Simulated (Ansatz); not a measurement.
Wavefunction ladder for C₃H₆F₂, SMILES `FCCCF`

```xyz
11

F    -0.540   -0.246    2.346
C     0.200    0.115    1.234
C    -0.534   -0.291   -0.021
C     0.234    0.052   -1.272
F     0.397    1.424   -1.375
H     1.171   -0.387    1.303
H     0.357    1.195    1.270
H    -1.514    0.195   -0.047
H    -0.705   -1.373   -0.007
H     1.234   -0.396   -1.266
H    -0.298   -0.287   -2.164
```

Total charge 0; spin multiplicity 1. All single points use the PBE0-D4/def2-TZVP geometry. It is one conformer, not always the lowest. Frozen core, restricted reference, Ansatz 0.2.0. CBS rows extrapolate triple and quadruple zeta; past MP2 they add the triple-zeta difference.

```tsv
basis	HF (Eh)	MP2 corr.
def2-TZVPP	-316.10125	-1.01302
def2-QZVPP	-316.11548	-1.09498
```

(1) Estimate the CCSD correlation energy and the (T) correction in each basis where they were run (hartree).

Results:

(1) 
```
     basis  CCSD corr.       (T)
def2-TZVPP    -1.04720  -0.03479
 CBS(def2)    -1.18987     as TZ
```
